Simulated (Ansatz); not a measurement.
C₆H₁₂ (`C=C(CC)CC`), 18 atoms. The species carries charge 0 and has multiplicity 1. Hardware: A = 2 threads of an AMD EPYC 7R13 on a shared host and a share of an NVIDIA H100 80 GB; B = 2 threads of an AMD EPYC 7R13 on a shared host. Correlated methods freeze the cores. Open-shell runs search over several starts.

Problem. Give the basis size and wall time and peak host memory of each of these runs in Ansatz. RKS PBE0-D4/def2-TZVP relaxation (6 steps) [A]; UKS ωB97M-V/def2-TZVPP energy of the cation [A]; RKS r2SCANh-D4/def2-TZVPP energy [A]; direct RPA on PBE orbitals/def2-TZVPP energy [A]; UKS r2SCAN-D4/def2-TZVPP energy of the cation [A]; UHF-MP2/def2-QZVPP energy of the cation [A]; RHF-CCSD(T)/def2-TZVPP energy [A]; RKS B2PLYP (frozen core)/def2-TZVPP energy [A]; RKS ωB97M-V/def2-SVP energy [B]; RKS ωB97M-V/def2-QZVPP energy [A]; UKS PBE0-D4/def2-TZVPP energy of the cation [A]; RKS PBE0-D4/def2-SVP energy [B]. (An estimate is asked.)

Solution. Computed: Other jobs shared the machine, so times are rough.

```csv
level,job,functions,wall time,peak host memory (GiB)
RKS r2SCANh-D4/def2-TZVPP,energy [A],354,2.1 s,0.9
RKS PBE0-D4/def2-SVP,energy [B],144,2.4 s,0.38
UKS PBE0-D4/def2-TZVPP,energy of the cation [A],354,3 s,0.93
direct RPA on PBE orbitals/def2-TZVPP,energy [A],354,3.2 s,1.7
RKS B2PLYP (frozen core)/def2-TZVPP,energy [A],354,3.3 s,1.6
UKS r2SCAN-D4/def2-TZVPP,energy of the cation [A],354,4.5 s,1
RKS ωB97M-V/def2-QZVPP,energy [A],702,5 s,1.3
UHF-MP2/def2-QZVPP,energy of the cation [A],702,5.5 s,1.4
UKS ωB97M-V/def2-TZVPP,energy of the cation [A],354,6 s,1.2
RKS ωB97M-V/def2-SVP,energy [B],144,8 s,0.51
RHF-CCSD(T)/def2-TZVPP,energy [A],354,9 s,0.85
RKS PBE0-D4/def2-TZVP,relaxation (6 steps) [A],258,9.5 s,0.88
```
